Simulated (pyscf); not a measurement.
H₂P–GeH₃ -> H₂P–GeH: [singlet] + H₂ (1,1-elimination; singlet surface; Ge–H, Ge–H broken, H–H formed). Structures and frequencies: ωB97X-D3(BJ)/def2-SVP in PySCF. Rate constants from transition-state theory at the high-pressure limit, ωB97M-D3(BJ)/def2-TZVP energies (ideal gas, 1 atm, RRHO with modes under 100 cm⁻¹ raised to 100, one conformer, R ln 2 for chiral ones without a mode under 150 cm⁻¹; no tunnelling), k in s⁻¹.

| T (K) | 1000/T | log10 k |
|---|---|---|
| 298 | 3.354 | -24.32 |
| 600 | 1.667 | -5.30 |
| 900 | 1.111 | 1.00 |
| 1200 | 0.833 | ? |

Fit an Arrhenius line to the three values, give the activation energy, and predict k at 1200 K.

Least squares gives log10 k = 13.53 − 11.29 × 1000/T, so Ea = 11.29 × ln 10 × 1.987 = 51.7 kcal/mol, against an electronic barrier of 53.2. At 1200 K the line gives 4.12; the computed value is 4.17 (ΔG‡ = 50.7 kcal/mol), close to the line. This is the saddle that the search found; another between the same sides may lie lower. Elements up to Kr have no core potential and no relativistic terms here.
